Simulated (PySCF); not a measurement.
The vertical singlet excitations below were computed for one of the candidates. Theory: TDDFT CAM-B3LYP/def2-SVPD, vertical, gas phase, core orbitals frozen in the response in PySCF 2.14.0, density-fitted response routines. Geometries: PBE0-D3(BJ)/def2-SVP, one conformer each.

| state | E (eV) | λ (nm) | f |
| --- | --- | --- | --- |
| S1 | 5.07 | 244.4 | 0.0004 |
| S2 | 5.87 | 211.1 | 0.396 |
| S3 | 6.19 | 200.3 | 0.0002 |
| S4 | 7.25 | 171.1 | 0.035 |
| S5 | 7.29 | 170.1 | 0.0002 |
| S6 | 7.51 | 165.1 | 0.0027 |
| S7 | 7.99 | 155.2 | 0.0015 |
| S8 | 8.01 | 154.8 | 0.073 |
| S9 | 8.13 | 152.5 | 0.0060 |
| S10 | 8.14 | 152.4 | 0.0026 |

Task: Which structure fits?
A. `Fc1ccco1`
B. `FC(=C)C(C)=O`
C. `C(/C(O)=O)=C/Cl`

Result: C. Its S1 lies at 5.07 eV; the nearest of the others has S1 at 3.96 eV. S1 is HOMO-1→LUMO (92%). Löwdin shares by element: HOMO carbon 52% or more, chlorine 32%, oxygen 9% or more; LUMO carbon 65%, oxygen 15% or more (atoms not listed hold the other 20%). At the same level the other candidates give, for their lowest levels:
- `C=C(F)C(C)=O`: 3.96 eV (f 0.000); 5.74 eV (f 0.230); 7.60 eV (f 0.014); 7.63 eV (f 0.028); 7.74 eV (f 0.000); T1 3.43 eV; HOMO -9.33, LUMO -0.82 eV
- `Fc1ccco1`: 6.32 eV (f 0.149); 6.43 eV (f 0.000); 6.94 eV (f 0.024); 7.18 eV (f 0.007); 7.45 eV (f 0.009); T1 4.07 eV; HOMO -8.05, LUMO 1.29 eV

Orbitals of the list HOMO-3 to LUMO+2 that lie within 0.01 eV of each other are written together with a slash and their weights summed (≥ marks a lower bound); for degenerate orbitals outside that list single weights are arbitrary.

Conformer computed: `[O:1]=[C:2]([OH:3])/[CH:4]=[CH:5]\[Cl:6]`: O1–C2–C4–C5 175°, H–O3–C2–O1 0°.
Triplets come from the Tamm–Dancoff approximation.
